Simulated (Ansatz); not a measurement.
fcc Rh, treated with rVV10 (Ansatz, a quantum-chemistry and plane-wave program, plane waves, PAW).

Run with plane-wave cutoff 520 eV, 24×24×24 k mesh, Fermi–Dirac smearing 0.05 eV, no spin polarisation, scalar-relativistic PAW data made under PBE.

Cell (relaxed at this level):

```yaml
crystal:
  lattice:
    - [0.00000, 1.93308, 1.93308]
    - [1.93308, 0.00000, 1.93308]
    - [1.93308, 1.93308, 0.00000]
  atoms:
    - { symbol: Rh, position: [0.00000, 0.00000, 0.00000] }
```

Problem. Estimate the bulk modulus B0 and pressure derivative B′ of the bulk modulus that the calculation returns.

Solution. 
- bulk modulus B0 = 242 GPa
- pressure derivative B′ of the bulk modulus = 5.2

The run finds no gap.

Measured, for comparison: bulk modulus 271 GPa (corrected for temperature and zero-point phonon effects, our sources range from 271 to 289; as tabulated in Levämäki et al. (2014), arXiv:1402.3671). Computed (rounded) less measured: bulk modulus -11 % (-11 % to -16 % over the range).

The computed numbers hold no vibrational or temperature effects.

The result took very roughly 60 core-seconds.
